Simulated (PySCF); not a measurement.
Job file and geometry (Å, from PBE0-D3(BJ)/def2-SVP) of an NMR shielding run on `[SiH3][SiH3]`, H6Si2, GIAO PBE0/pcSseg-1 NMR shielding, non-relativistic, gas phase in PySCF 2.14.0, density-fitted response routines; density fitting, a coarse starting grid and PySCF grid level 2 are the driver's defaults:

```
$ OMP_NUM_THREADS=1 python probes_run.py task.json out

{"job": {"kind": "nmr", "xc": "PBE0", "basis": "pcSseg-1"}, "charge": 0, "multiplicity": 1}
Si    -1.146054     0.107083    -0.047949
Si     1.185884    -0.119269     0.013946
H     -1.724286    -0.833924    -1.056268
H     -1.528346     1.503622    -0.420966
H     -1.728041    -0.208878     1.293674
H      1.551215    -1.522162     0.384281
H      1.772051     0.813270     1.025419
H      1.773917     0.193417    -1.324977
```

Question: What does the program print?

Answer: 
```
coarse grid: 6968 points
cycle   1  E = -582.2848450273  dE = -3.287e-01  |g| = 1.028e-01  |ddm| = 2.289e+00
cycle   2  E = -582.2870086204  dE = -2.164e-03  |g| = 4.608e-02  |ddm| = 1.666e-01
cycle   3  E = -582.2873638373  dE = -3.552e-04  |g| = 9.787e-03  |ddm| = 5.492e-02
cycle   4  E = -582.2873929922  dE = -2.915e-05  |g| = 2.021e-03  |ddm| = 1.580e-02
cycle   5  E = -582.2873947994  dE = -1.807e-06  |g| = 1.357e-04  |ddm| = 3.731e-03
final grid: 56088 points
cycle   6  E = -582.2978991632  dE = -4.235e-06  |g| = 1.190e-03  |ddm| = 7.014e-03
cycle   7  E = -582.2978992272  dE = -6.402e-08  |g| = 5.247e-04  |ddm| = 1.080e-03
cycle   8  E = -582.2978992570  dE = -2.985e-08  |g| = 7.438e-05  |ddm| = 4.706e-04
cycle   9  E = -582.2978992589  dE = -1.873e-09  |g| = 7.791e-06  |ddm| = 1.135e-04
cycle  10  E = -582.2978992589  dE = -2.433e-11  |g| = 6.721e-07  |ddm| = 1.658e-05
converged SCF energy = -582.2978992589

GIAO shielding tensors (ppm)
atom      isotropic    diamagn.    paramagn.     s11        s22        s33       span
  0 Si     459.680     879.660    -419.980    457.249    458.222    463.568      6.319
  1 Si     459.666     879.648    -419.982    457.433    458.079    463.488      6.055
  2 H       27.697      28.608      -0.912     24.704     25.430     32.956      8.252
  3 H       27.701      28.607      -0.905     24.714     25.417     32.973      8.258
  4 H       27.688      28.607      -0.918     24.699     25.420     32.947      8.248
  5 H       27.687      28.590      -0.903     24.696     25.423     32.940      8.244
  6 H       27.697      28.599      -0.901     24.708     25.420     32.964      8.256
  7 H       27.698      28.588      -0.891     24.709     25.420     32.964      8.255
```

Question: Turn these shieldings into chemical shifts. Referencing at the same level of theory: TMS for ²⁹Si (σ = 351.99 ppm) and ¹H (σ = 31.27 ppm).

Answer: Averaging equivalent atoms: Si 0/1: -107.7; H 2/3/4/5/6/7: 3.57 ppm. 

Size and cost of the density-fitted run: 78 basis functions, 5 s wall time on 1 thread of an Arm Neoverse N1, shared host; peak memory 0.35 GiB.
